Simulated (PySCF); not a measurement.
# Stretching NH

Set-up: H pcseg-1, N pcseg-1; no relativity (PySCF 2.14). Energies in eV from H + N in their ground configurations at the same level. State: ³Σ⁻ (triplet), unpaired electrons π ↑↑.

```json
{"R (Å)": "0.900", "UHF-SCS-MP2": "-2.638", "r²SCAN": "-2.975", "UHF-CCSD": ""}
{"R (Å)": "0.942", "UHF-SCS-MP2": "-2.934", "r²SCAN": "-3.275", "UHF-CCSD": "-2.898"}
{"R (Å)": "0.984", "UHF-SCS-MP2": "-3.100", "r²SCAN": "-3.450", "UHF-CCSD": "-3.071"}
{"R (Å)": "1.016", "UHF-SCS-MP2": "-3.158", "r²SCAN": "-3.516", "UHF-CCSD": "-3.136"}
{"R (Å)": "1.047", "UHF-SCS-MP2": "-3.170", "r²SCAN": "-3.538", "UHF-CCSD": "-3.155"}
{"R (Å)": "1.078", "UHF-SCS-MP2": "-3.145", "r²SCAN": "-3.523", "UHF-CCSD": "-3.137"}
{"R (Å)": "1.120", "UHF-SCS-MP2": "-3.065", "r²SCAN": "-3.459", "UHF-CCSD": "-3.068"}
{"R (Å)": "1.173", "UHF-SCS-MP2": "-2.907", "r²SCAN": "-3.325", "UHF-CCSD": "-2.928"}
{"R (Å)": "1.236", "UHF-SCS-MP2": "-2.654", "r²SCAN": "-3.108", "UHF-CCSD": "-2.707"}
{"R (Å)": "1.319", "UHF-SCS-MP2": "-2.230", "r²SCAN": "-2.765", "UHF-CCSD": ""}
```

Question: Put a parabola through the three lowest points of the UHF-SCS-MP2 curve and estimate Re, k and ωe (reduced mass 0.9402 u; 1 eV/Å² = 0.16022 mdyn/Å; ωe = 1302.8·√(k/μ) cm⁻¹).

Answer: Through R = 1.016, 1.047, 1.078 Å the second-order coefficient is 19.3 eV/Å², so Re ≈ 1.042 Å, k ≈ 6.17 mdyn/Å and ωe ≈ 3337 cm⁻¹. A polynomial fit of higher order to the unrounded UHF-SCS-MP2 energies gives Re = 1.041 Å, k = 6.33 mdyn/Å, ωe = 3380 cm⁻¹; anharmonicity and rounding make the difference.

The higher-order fit for each curve: UHF-SCS-MP2: Re = 1.041 Å, ωe = 3380 cm⁻¹, De = 3.17 eV; r²SCAN: Re = 1.049 Å, ωe = 3235 cm⁻¹, De = 3.54 eV; UHF-CCSD: Re = 1.046 Å, ωe = 3285 cm⁻¹, De = 3.15 eV.

Correlated steps freeze 1 core orbital. Correlated levels converge slowly with the basis: in double zeta they bind strong bonds too weakly, by up to about 1 eV, and carry superposition errors of some tenths. The state is the lowest determinant that a PBE0 search found; another state may lie lower at other levels.
